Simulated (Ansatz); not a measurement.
`C#C/C=C/F` + H₂ → `C#CC=C` + H–F at 500 K and 1 bar (hydrogenolysis of a C–F bond).

Program: Ansatz. Geometries: PBE0-D4/def2-TZVP. ΔE: electronic, gas phase. CCSD(T)/CBS adds triple-zeta CCSD(T) − MP2 to the extrapolated MP2 energy (def2 sets, frozen cores). This one scheme is used for every species.

```json
{"species": "`C#C/C=C/F`", "CCSD(T)/CBS energy (Eh)": "-253.70459", "H − E (kJ/mol)": "176.8", "S (J/(mol·K))": "346.2"}
{"species": "H₂", "CCSD(T)/CBS energy (Eh)": "-1.17544", "H − E (kJ/mol)": "41.0", "S (J/(mol·K))": "145.5"}
{"species": "`C#CC=C`", "CCSD(T)/CBS energy (Eh)": "-154.52327", "H − E (kJ/mol)": "192.4", "S (J/(mol·K))": "320.6"}
{"species": "H–F", "CCSD(T)/CBS energy (Eh)": "-100.39570", "H − E (kJ/mol)": "39.4", "S (J/(mol·K))": "188.7"}
```

H − E and S are ideal-gas, rigid-rotor, harmonic terms from PBE0-D4/def2-TZVP. The MP2-based limit puts H₂ 0.8 mEh under its directly extrapolated value; such offsets cancel only in part. 1 Eh = 2625.50 kJ/mol, R = 8.31446 J/(mol·K).

**Question.** By hand: ΔE, ΔH, ΔS and ΔG.

**Answer.** ΔE = (-154.52327) + (-100.39570) − (-253.70459) − (-1.17544) = -0.03894 Eh = -102.2 kJ/mol. Δ(H − E) = 192.4 + 39.4 − 176.8 − 41.0 = 14.0, so ΔH = -88.2 kJ/mol. ΔS = 320.6 + 188.7 − 346.2 − 145.5 = 17.6 J/(mol·K). ΔG = -88.2 − 500 × (17.6)/1000 = -97.0 kJ/mol.

**Question.** By hand: the equilibrium constant, and the temperature at which ΔG would vanish if ΔH and ΔS stayed fixed.

**Answer.** log₁₀ K = −ΔG/(RT ln 10) = 10.1. ΔH and −TΔS have one sign here, so there is no such temperature.

ΔH outweighs TΔS. A doubt of 5 kJ/mol in ΔE shifts log₁₀ K by 0.5 here. These are equilibria of isolated gas molecules and say nothing of rates. Largest T1 diagnostic: 0.013 (customary marks: 0.02 for closed shells, 0.045 for open ones).
